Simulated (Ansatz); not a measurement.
Basis-set extrapolation for H$_{4}$NOSi (`[NH][SiH2]O`) radical (PBE0-D4/def2-TZVP geometry, frozen core, Ansatz 0.2.0). Multiplicity 2, UHF reference.

|  | def2-TZVPP | def2-QZVPP |
| --- | --- | --- |
| HF | -420.670965 | -420.687037 |
| MP2 correlation | -0.534794 | -0.577953 |
| CCSD(T) correlation | -0.585957 | not run |

Energies in hartree. Use E(X) = E(∞) + A·exp(−7.88·√X) for Hartree–Fock and E(X) = E(∞) + B·X^(−2.97) for correlation, with X = 3 and 4, and add CCSD(T) minus MP2 of the smaller set to the MP2 limit.

Q: What is the CCSD(T) energy at the basis-set limit?

A: HF limit: -420.687037 + (-0.016072) × 0.13774 = -420.68925. MP2 limit: -0.577953 + (-0.043159) × 0.74074 = -0.60992. Higher-order term: -0.585957 − (-0.534794) = -0.05116. Total: -421.35033 hartree, 245.2 kJ/mol below CCSD(T)/def2-TZVPP.
